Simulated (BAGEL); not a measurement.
**UHF/STO-3G (density fitting with qzvpp-jkfit) run of BF2 (SMILES F[B]F)**

Aim: the energy change on altering one bond length of BF2 at UHF/STO-3G (density fitting with qzvpp-jkfit), from 2 runs. 

Program for the calculation: BAGEL 1.2.2.

2 further runs of the same task are left out: 2 set aside as unsound or not needed. Runs told in other sessions of the task aren't counted.

## Step 1: Starting point

The species is BF2 (3 atoms), meant as a doublet with charge 0. SMILES: `F[B]F`. Geometry: relaxed at PBE0-D4/def2-TZVP.

Bond lengths: F1–B2 1.306 Å, B2–F3 1.306 Å. Angles: F1–B2–F3 121.1°.

## Step 2: The energy at UHF/STO-3G (density fitting with qzvpp-jkfit)

hf.json

```json
{ "bagel" : [

{
  "title" : "molecule",
  "basis" : "sto-3g",
  "df_basis" : "qzvpp-jkfit",
  "angstrom" : true,
  "geometry" : [
    { "atom" : "F", "xyz" : [    0.513100,   -1.044300,    0.160000 ] },
    { "atom" : "B", "xyz" : [    0.279000,    0.240500,    0.181300 ] },
    { "atom" : "F", "xyz" : [   -0.802900,    0.738900,   -0.354600 ] }
  ]
},
{
  "title" : "uhf",
  "nopen" : 1
},
{
  "title" : "print",
  "file" : "orbitals.molden",
  "orbitals" : true
}

]}
```

On the command line:

```console
$ BAGEL_NUM_THREADS=1 BAGEL hf.json > hf.out
```

Output:

```text
* using 1 threads per process

  ===============================================================
  ===============================================================

  *** Geometry ***

  { "atom" : "F", "xyz" : [      0.969618,     -1.973441,      0.302356 ] },
  { "atom" : "B", "xyz" : [      0.527234,      0.454479,      0.342607 ] },
  { "atom" : "F", "xyz" : [     -1.517261,      1.396319,     -0.670097 ] },

  Number of auxiliary basis functions:      229

  Since a DF basis is specified, we compute 2- and 3-index integrals:
    o Being stored without compression. Storage requirement is 0.000 GB

  Number of basis functions:       15
  Number of electrons      :       23

    * METHOD: MOLECULE                             0.05

  *** Open-shell HF ***

  === Nuclear Repulsion ===
    55.3022842978

      * DIIS with orbital gradients will be used.

  === UHF iteration (sto-3g) ===
      0       -220.40221464          0.05937869           0.00
      1       -220.47151217          0.01511556           0.00
      2       -220.47748253          0.00475886           0.00
      3       -220.47829441          0.00181486           0.00
      4       -220.47866271          0.00029804           0.00
      5       -220.47869195          0.00009018           0.00
      6       -220.47869581          0.00001845           0.00
      7       -220.47869587          0.00000571           0.00
      8       -220.47869588          0.00000155           0.00
      9       -220.47869589          0.00000025           0.00
     10       -220.47869589          0.00000008           0.00
     11       -220.47869589          0.00000001           0.00
     12       -220.47869589          0.00000000           0.00
    * SCF iteration converged.

    * S^2 (UHF) is 0.7536

    * Permanent dipole moment:
           (   -0.119552,    -0.110812,    -0.078564) a.u.

    * METHOD: UHF                                  0.09

    * METHOD: PRINT                                0.00

  ===============================================================
```

It took 0.28 s on 1 thread of Arm Neoverse N1, shared host.

## Step 3: The distorted shape

calc.json

```json
{ "bagel": [

{
  "title": "molecule",
  "basis": "sto-3g",
  "df_basis": "qzvpp-jkfit",
  "angstrom": true,
  "geometry": [
    { "atom": "F", "xyz": [    0.583336,   -1.429774,    0.153609 ] },
    { "atom": "B", "xyz": [    0.279000,    0.240500,    0.181300 ] },
    { "atom": "F", "xyz": [   -0.802900,    0.738900,   -0.354600 ] }
  ]
},
{
  "title": "uhf",
  "nopen": 1
},
{
  "title": "print",
  "file": "orbitals.molden",
  "orbitals": true
}

]}
```

On the command line:

```console
$ BAGEL_NUM_THREADS=1 BAGEL calc.json > calc.out
```

Output:

```text
* using 1 threads per process

  ===============================================================
  ===============================================================

  *** Geometry ***

  { "atom" : "F", "xyz" : [      1.102345,     -2.701881,      0.290279 ] },
  { "atom" : "B", "xyz" : [      0.527234,      0.454479,      0.342607 ] },
  { "atom" : "F", "xyz" : [     -1.517261,      1.396319,     -0.670097 ] },

  Number of auxiliary basis functions:      229

  Since a DF basis is specified, we compute 2- and 3-index integrals:
    o Being stored without compression. Storage requirement is 0.000 GB

  Number of basis functions:       15
  Number of electrons      :       23

    * METHOD: MOLECULE                             0.05

  *** Open-shell HF ***

  === Nuclear Repulsion ===
    48.5930302456

      * DIIS with orbital gradients will be used.

  === UHF iteration (sto-3g) ===
      0       -220.23990896          0.07544776           0.00
      1       -220.36522271          0.03447872           0.00
      2       -220.38832466          0.01195667           0.00
      3       -220.39246742          0.00386075           0.00
      4       -220.39442260          0.00116099           0.00
      5       -220.39457671          0.00072706           0.00
      6       -220.39474435          0.00043020           0.00
      7       -220.39485660          0.00026491           0.00
      8       -220.39491490          0.00014517           0.00
      9       -220.39493464          0.00006939           0.00
     10       -220.39493666          0.00003662           0.00
     11       -220.39493692          0.00002467           0.00
     12       -220.39493709          0.00001016           0.00
     13       -220.39493712          0.00000267           0.00
     14       -220.39493712          0.00000112           0.00
     15       -220.39493712          0.00000050           0.00
     16       -220.39493712          0.00000029           0.00
     17       -220.39493712          0.00000017           0.00
     18       -220.39493712          0.00000012           0.00
     19       -220.39493712          0.00000009           0.00
     20       -220.39493712          0.00000005           0.00
     21       -220.39493712          0.00000002           0.00
     22       -220.39493712          0.00000001           0.00
    * SCF iteration converged.

    * S^2 (UHF) is 0.8036

    * Permanent dipole moment:
           (    0.079594,    -0.472626,    -0.011416) a.u.

    * METHOD: UHF                                  0.13

    * METHOD: PRINT                                0.00

  ===============================================================
```

Run time: 0.32 s. Hardware: 1 thread of Arm Neoverse N1, shared host.

## Step 4: What came out

Level: UHF/STO-3G (density fitting with qzvpp-jkfit).

| quantity | value |
| --- | --- |
| first shape: total energy | -220.47870 Eh |
| first shape: dipole moment | 0.46 D |
| first shape: ⟨S²⟩ | 0.754 |
| distorted shape: total energy | -220.39494 Eh |
| distorted shape: dipole moment | 1.22 D |
| distorted shape: ⟨S²⟩ | 0.804 |
| energy change with the F1–B2 bond stretched from 1.306 to 1.698 Å | 2.279 eV |

**Reading.** With the F1–B2 bond stretched from 1.306 to 1.698 Å the energy rises by 2.28 eV (53 kcal/mol). The first shape isn't relaxed at this level, so the change isn't measured from a minimum. The minimal basis adds a large error of its own.
